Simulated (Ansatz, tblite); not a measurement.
# The cluster Na2Li3+: a ladder of methods and basis sets

How do method and basis change the picture of the cluster Na2Li3+ (singlet)?

The runs use Ansatz 0.2.0, Gaussian basis; as each input shows.

The runs, in order: GFN1-xTB, GFN2-xTB, PBE/def2-TZVP, r2SCAN/def2-TZVP, ωB97M-V/def2-TZVP, CAM-B3LYP/def2-TZVP, r2SCANh/def2-TZVP, HF/def2-TZVP, HSE06/def2-TZVP, PBE/def2-SVP, PBE0/def2-SVP, CCSD(T)/def2-TZVPP, MP2/def2-TZVP, RPA/def2-TZVP.

## Step 1: The relaxed structure

The singlet was relaxed beforehand with B3LYP/def2-TZVP. At that level it is the lowest of the isomers that a small search found.

5 atoms, charge 1, spin multiplicity 1.

Bond lengths: Li1–Li2 2.768 Å, Li1–Li3 2.771 Å, Li1–Na4 3.383 Å, Li1–Na5 3.399 Å, Li2–Li3 2.764 Å, Li2–Na4 3.394 Å, Li2–Na5 3.375 Å, Li3–Na4 3.388 Å, Li3–Na5 3.384 Å. Angles: Li2–Li1–Li3 59.9°, Li2–Li1–Na4 66.1°, Li2–Li1–Na5 65.4°, Li3–Li1–Na4 65.9°, Li3–Li1–Na5 65.6°, Na4–Li1–Na5 123.5°, Li1–Li2–Li3 60.1°, Li1–Li2–Na4 65.7°, Li1–Li2–Na5 66.3°, Li3–Li2–Na4 65.8°, Li3–Li2–Na5 66.0°, Na4–Li2–Na5 123.8°, Li1–Li3–Li2 60.0°, Li1–Li3–Na4 65.7°, Li1–Li3–Na5 66.2°, Li2–Li3–Na4 66.1°, Li2–Li3–Na5 65.7°, Na4–Li3–Na5 123.8° and more.

The ion is computed in the gas phase, without counter-ions or solvent.

PBE0/def2-TZVP was run before; its log isn't repeated, and its numbers join the tables.

## Step 2: GFN1-xTB

Tight binding, by tblite at 300 K electronic temperature and without a spin-polarisation term:

```python
tblite.interface.Calculator('GFN1-xTB', numbers, positions, charge=1, uhf=0).singlepoint()
```

Energy -38.0476 eV, HOMO -13.13 eV, LUMO -12.54 eV; 0.002 s.

## Step 3: GFN2-xTB

Tight binding, by tblite at 300 K electronic temperature and without a spin-polarisation term:

```python
tblite.interface.Calculator('GFN2-xTB', numbers, positions, charge=1, uhf=0).singlepoint()
```

Energy -24.5406 eV, HOMO -9.83 eV, LUMO -9.60 eV; 0.002 s.

## Step 4: PBE/def2-TZVP

start.molden holds the orbitals of an earlier run on this state, given as this run's starting guess.

Contents of in.yaml:

```yaml
crystal:
  periodic: [false, false, false]
  atoms:
    - {symbol: Li, position_ang: [0.742759, 0.404184, -1.361020]}
    - {symbol: Li, position_ang: [0.837037, -0.606483, 1.214510]}
    - {symbol: Li, position_ang: [-1.577457, 0.202539, 0.140453]}
    - {symbol: Na, position_ang: [0.449028, 2.761408, 1.047346]}
    - {symbol: Na, position_ang: [-0.451377, -2.761639, -1.041280]}
basis:
  gaussian: {orbitals: def2-TZVP, initial_orbitals: start.molden}
total_charge: 1
hamiltonian: {xc: pbe}
scf: {omitted_lower_state_checks: [starts]}
output: {orbitals: {seedname: orbitals}}
```

On the command line:

```sh
ansatz run in.yaml --threads 4 --pin off --events-out ev --progress --plain --max-ram 3916MiB
```

The runs that follow: r2SCAN/def2-TZVP; ωB97M-V/def2-TZVP; CAM-B3LYP/def2-TZVP; r2SCANh/def2-TZVP; HF/def2-TZVP; HSE06/def2-TZVP; PBE/def2-SVP; PBE0/def2-SVP; CCSD(T)/def2-TZVPP; MP2/def2-TZVP; RPA/def2-TZVP.

Q: Predict the results of all the runs planned. Wanted: gap in def2-TZVP, named functionals and Hartree-Fock, smallest and largest; correlation energy, CCSD(T)/def2-TZVPP; correlation energy, MP2/def2-TZVP; PBE0 total energy, smallest basis above largest.

The runs gave:

| quantity | value |
| --- | --- |
| gap in def2-TZVP, named functionals and Hartree-Fock, smallest and largest | 0.84 eV (PBE), 4.71 eV (HF) |
| correlation energy, CCSD(T)/def2-TZVPP | -14.11 eV |
| correlation energy, MP2/def2-TZVP | -12.60 eV |
| PBE0 total energy, smallest basis above largest | 3.66 eV (def2-SVP, def2-TZVP) |

In words: Orbital gaps of the named functionals and Hartree-Fock in def2-TZVP span 0.84 eV (PBE) to 4.71 eV (HF); exact exchange widens it.
